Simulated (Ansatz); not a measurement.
Relaxation of C2H4Mg (7 atoms, charge 0, multiplicity 1), to a largest force component of 0.015 eV/Å in at most 40 steps.

The calculation used RKS B3LYP/6-31G (Ansatz 0.2.0).

```xyz
7
Properties=species:S:1:pos:R:3
C -0.833 0.394 -0.276
C -0.013 0.472 0.761
Mg 1.541 -0.831 0.318
H -0.615 -0.260 -1.128
H -1.761 0.958 -0.358
H -0.328 1.154 1.551
H 2.008 -1.887 -0.869
```

Task: Where does it end, and by what steps?

Result: The run converged. Limits of this set-up: no polarisation functions. After 10 steps the energy has fallen by 0.290 eV; H7 moved furthest, 0.98 Å.

| step | energy less start (eV) | largest force component (eV/Å) | accepted |
| --- | --- | --- | --- |
| 0 | 0.0000 | 1.355 | yes |
| 1 | -0.1293 | 0.196 | yes |
| 2 | -0.1863 | 0.179 | yes |
| 3 | -0.2242 | 0.318 | yes |
| 4 | -0.2693 | 0.217 | yes |
| 5 | -0.2810 | 0.230 | yes |
| 6 | -0.2825 | 0.179 | yes |
| 7 | -0.2902 | 0.042 | yes |
| 8 | -0.2904 | 0.022 | yes |
| 9 | -0.2904 | 0.019 | yes |
| 10 | -0.2904 | 0.001 | yes |

```xyz
7
Properties=species:S:1:pos:R:3
C -1.094 0.541 -0.322
C -0.042 0.329 0.499
Mg 1.517 -0.978 0.071
H -1.208 0.037 -1.284
H -1.907 1.232 -0.085
H -0.059 0.905 1.433
H 2.793 -2.067 -0.311
```

The run took 14 s on 1 thread of Arm Neoverse V2, on a shared host, peak memory 0.1 GiB.
